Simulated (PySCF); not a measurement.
How close CCSD(T) comes to the exact answer in a basis

Each species is computed at the geometry given (Å), with frozen cores, in PySCF 2.14.0: RHF-CCSD(T) for singlets, UHF-CCSD(T) otherwise, and full CI in the same basis. The script picks the determinant by a search with trial CCSD, so it needn't be the lowest Hartree–Fock solution. States: SiC singlet Σ⁺, HNAl⁺ quintet A'', Al2H2⁺ (H-bridged) doublet A', CO singlet Σ⁺. Cases whose determinant has another symmetry than full CI's state, or lies over 0.5 eV above the lowest of its kind, whose (Q) step broke down or whose higher cluster runs on it stay over 0.1 eV above full CI weren't drawn.

Problem. Judging by size, spin and bonding, rank them by the size of CCSD(T)'s error in total energy against full CI in the same basis, smallest first (an estimate).
A. Al2H2⁺ (H-bridged), doublet, 6-31G: Al 0.000 0.092 1.265; Al 0.000 -0.019 -1.367; H 0.000 -0.688 2.680; H 0.000 -1.271 0.055
B. SiC, singlet, 6-31G: Si 0.000 0.000 0.000; C 0.000 0.000 1.636
C. CO, singlet, 6-31G: O 0.000 0.000 0.000; C 0.000 0.000 1.196
D. HNAl⁺, quintet, 6-31G: Al 0.000 -0.032 0.690; N 0.000 0.121 -1.213; H 0.000 -0.826 -1.614

Solution. D (6.8 meV), A (24.6 meV), C (38.3 meV), B (53.9 meV).

```json
{"species": "HNAl⁺, quintet", "basis": "6-31G", "correlated electrons": "8", "CCSD(T) − full CI (meV)": "6.8", "CCSDT(Q) − full CI (meV)": "–", "unpaired electrons (full CI)": "4.01", "T1": "0.011", "⟨S²⟩ of the determinant": "6.01"}
{"species": "Al2H2⁺ (H-bridged), doublet", "basis": "6-31G", "correlated electrons": "7", "CCSD(T) − full CI (meV)": "24.6", "CCSDT(Q) − full CI (meV)": "–", "unpaired electrons (full CI)": "1.11", "T1": "0.045", "⟨S²⟩ of the determinant": "0.88"}
{"species": "CO, singlet", "basis": "6-31G", "correlated electrons": "10", "CCSD(T) − full CI (meV)": "38.3", "CCSDT(Q) − full CI (meV)": "-1.5", "unpaired electrons (full CI)": "0.09", "T1": "0.026", "⟨S²⟩ of the determinant": "0.00"}
{"species": "SiC, singlet", "basis": "6-31G", "correlated electrons": "8", "CCSD(T) − full CI (meV)": "53.9", "CCSDT(Q) − full CI (meV)": "-25.1", "unpaired electrons (full CI)": "0.79", "T1": "0.091", "⟨S²⟩ of the determinant": "0.00"}
```

Unpaired electrons are Σ n²(2−n)² over natural occupations; an open shell counts its own unpaired electrons too. Frozen cores follow each run's orbitals, which moves totals by a few meV. RHF is unstable for SiC, singlet in 6-31G: UHF reaches ⟨S²⟩ = 1.39. A dash: (Q) wasn't run for open shells.
